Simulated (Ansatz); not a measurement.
```yaml
crystal:
  periodic: [false, false, false]
  atoms:
    - {symbol: C, position_ang: [1.184388, -1.789854, 0.179139]}
    - {symbol: C, position_ang: [0.642279, -0.330013, 0.238902]}
    - {symbol: C, position_ang: [0.371242, 0.284306, -1.042460]}
    - {symbol: C, position_ang: [-0.472616, 1.493872, -0.817977]}
    - {symbol: C, position_ang: [-1.204805, 1.136321, 0.489940]}
    - {symbol: C, position_ang: [-0.665881, -0.276707, 0.923644]}
    - {symbol: H, position_ang: [0.569614, -2.472517, -0.321419]}
    - {symbol: H, position_ang: [2.222149, -1.861955, -0.317466]}
    - {symbol: H, position_ang: [1.318666, -2.186502, 1.231265]}
    - {symbol: H, position_ang: [1.374539, 0.271207, 0.792266]}
    - {symbol: H, position_ang: [-0.135543, -0.484131, -1.672870]}
    - {symbol: H, position_ang: [1.331063, 0.513141, -1.616973]}
    - {symbol: H, position_ang: [0.148146, 2.391904, -0.647342]}
    - {symbol: H, position_ang: [-1.170648, 1.634474, -1.665787]}
    - {symbol: H, position_ang: [-1.028788, 1.859480, 1.282271]}
    - {symbol: H, position_ang: [-2.320042, 1.183173, 0.404473]}
    - {symbol: H, position_ang: [-0.682779, -0.394503, 1.982502]}
    - {symbol: H, position_ang: [-1.372655, -1.057143, 0.497337]}
basis:
  gaussian: {orbitals: "6-31G*"}
total_charge: 1
magnetization: {spin_polarized: true, initial_magnetization: 2}
hamiltonian: {xc: {name: SPW92}}
```

```sh
$ ansatz run in.yaml --threads 2 --pin off --events-out ev --progress --plain --max-ram 20480MiB --backend cpu
```

(1) How does Ansatz answer? (Estimate.)

## Answers

(1) Ansatz gave: The program refused the input.
```
Error: a molecule whose nuclei and cores have a total charge of 48 cannot have a net charge of 1 together with 2 unpaired electrons
```
